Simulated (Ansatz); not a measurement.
# CNS: the cost of one run

Computed with Ansatz 0.2.0 (the levels named in each step, unless a step's input says otherwise).

## (1) The starting structure

Bond lengths: N1–C2 1.158 Å, C2–S3 1.629 Å. Angles: N1–C2–S3 180.0°.

Coordinates:

```xyz
3

N     0.0000    0.0000   -1.3145
C     0.0000    0.0000   -0.1570
S     0.0000    0.0000    1.4715
```

## (2) A rough first relaxation, PBE-D4/def2-SVP

input.yaml reads:

```yaml
crystal:
  periodic: [false, false, false]
  atoms:
    - { symbol: "N", position_ang: [0.0, 0.0, -1.31451] }
    - { symbol: C, position_ang: [0.0, 0.0, -0.157] }
    - { symbol: S, position_ang: [0.0, 0.0, 1.47151] }
total_charge: 1
basis:
  gaussian: { orbitals: def2-SVP }
hamiltonian:
  xc: pbe
  dispersion: d4
relax:
  f_tol: 0.03
  max_steps: 200
```

Started as:

```bash
$ ansatz run input.yaml --threads 2 --pin off --max-ram 5120MiB --backend cpu --events-out ev --progress --plain --runs-dir out
```

**Question.** How long does this run take on 2 threads of Intel Xeon Platinum 8488C (Sapphire Rapids), shared host, and how much memory does it need?

About 2.3 s, with a peak of 0.13 GiB.
